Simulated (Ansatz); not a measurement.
# Silicon, diamond under PBE: testing the Methfessel-Paxton smearing

A convergence test of the Methfessel-Paxton smearing width. The geometry was relaxed under PBE beforehand and stays fixed; 7 values are run, from 0.01 to 1.0 eV. Wanted are the values from which on the energy stays within 10 and 1 meV/atom, and the pressure within 0.5 GPa, of the narrowest run. Within the series other settings stay, but some runs also write fields, which adds to their time. Spin polarisation is left out.

Computed with Ansatz 0.2.0 (DFT PBE, plane waves with PAW, scalar-relativistic, unless a step says otherwise).

1 further run of the same task is left out (set aside as unsound or not needed).

### 1 Starting point

Symmetry: Fd-3m, No. 227, cubic system. The conventional cell has a = 5.471 Å, b = 5.471 Å, c = 5.471 Å, α = 90.00°, β = 90.00°, γ = 90.00°. Si (site symmetry -43m) has 4 Si at 2.37 Å as nearest neighbours.

Coordinates:

```
CELL_PARAMETERS angstrom
0.00000 2.73549 2.73549
2.73549 0.00000 2.73549
2.73549 2.73549 0.00000
ATOMIC_POSITIONS crystal
Si 0.50000 0.50000 0.50000
Si 0.75000 0.75000 0.75000
```

### 2 Run at 0.01 eV

The run at 0.01 eV.

input.yaml

```yaml
crystal:
  lattice:
    - [0.0, 2.7354874751, 2.7354874751]
    - [2.7354874751, 0.0, 2.7354874751]
    - [2.7354874751, 2.7354874751, 0.0]
  atoms:
    - { symbol: Si, position: [0.5, 0.5, 0.5] }
    - { symbol: Si, position: [0.75, 0.75, 0.75] }
hamiltonian:
  xc: pbe
  pseudopotentials:
    kind: paw
    azcp:
      Si: "pseudopotentials/Si.paw.azcp"
basis:
  ecutwfc: 420
  fft_grid_basis: typed
kpoints:
  mp_grid: { grid: [10, 10, 10], shift: [0, 0, 0] }
magnetization:
  spin_polarized: false
scf:
  occupations: { method: methfessel_paxton, width: 0.01 }
  lower_state_search: "off"
output:
  stress: true
```

Run with:

```
> ansatz run input.yaml --threads 1 --pin off --max-ram 3584MiB --backend cpu --events-out ev --progress --plain --runs-dir out
```

### 3 Run at 0.03 eV

The run at 0.03 eV.

Changes to input.yaml since step 2:

```diff
@@ -22,3 +22,3 @@
 scf:
-  occupations: { method: methfessel_paxton, width: 0.01 }
+  occupations: { method: methfessel_paxton, width: 0.03 }
   lower_state_search: "off"
@@ -26 +26,5 @@
   stress: true
+  write_density: true
+  write_potential: true
+  elf: true
+  volumetric_format: npy
```

### 4 Run at 0.1 eV

The run at 0.1 eV.

Changes to input.yaml since step 3:

```diff
@@ -22,3 +22,3 @@
 scf:
-  occupations: { method: methfessel_paxton, width: 0.03 }
+  occupations: { method: methfessel_paxton, width: 0.1 }
   lower_state_search: "off"
@@ -26,5 +26 @@
   stress: true
-  write_density: true
-  write_potential: true
-  elf: true
-  volumetric_format: npy
```

### 5 Run at 0.2 eV

The run at 0.2 eV.

Changes to input.yaml since step 4:

```diff
@@ -22,3 +22,3 @@
 scf:
-  occupations: { method: methfessel_paxton, width: 0.1 }
+  occupations: { method: methfessel_paxton, width: 0.2 }
   lower_state_search: "off"
```

### 6 Run at 0.3 eV

The run at 0.3 eV.

Changes to input.yaml since step 5:

```diff
@@ -22,3 +22,3 @@
 scf:
-  occupations: { method: methfessel_paxton, width: 0.2 }
+  occupations: { method: methfessel_paxton, width: 0.3 }
   lower_state_search: "off"
```

### 7 Run at 0.6 eV

The run at 0.6 eV.

Changes to input.yaml since step 6:

```diff
@@ -22,3 +22,3 @@
 scf:
-  occupations: { method: methfessel_paxton, width: 0.3 }
+  occupations: { method: methfessel_paxton, width: 0.6 }
   lower_state_search: "off"
```

### 8 Run at 1.0 eV

The run at 1.0 eV.

Changes to input.yaml since step 7:

```diff
@@ -22,3 +22,3 @@
 scf:
-  occupations: { method: methfessel_paxton, width: 0.6 }
+  occupations: { method: methfessel_paxton, width: 1.0 }
   lower_state_search: "off"
```

(Steps that only read results are left out.)

Before running it: what results should come out?

**Answer**, as computed:

```
                                    quantity         value
E(σ → 0) stays within 10 meV/atom of 0.01 eV  up to 1.0 eV
            E(σ → 0) stays within 1 meV/atom  up to 0.6 eV
               pressure stays within 0.5 GPa  up to 1.0 eV
                         pressure at 0.01 eV     -0.04 GPa
```

What this shows: At 1.0 eV the energy differs by +1.9 meV/atom and the pressure by -0.2 GPa. The free energy F moves by +14.4 meV/atom over the range, and the estimate for σ → 0 by +1.9. While the width stays far under the gap, it changes nothing.

The gaps are Kohn-Sham values of a semilocal functional, not quasiparticle or optical gaps. Such gaps usually fall short of the measured ones.
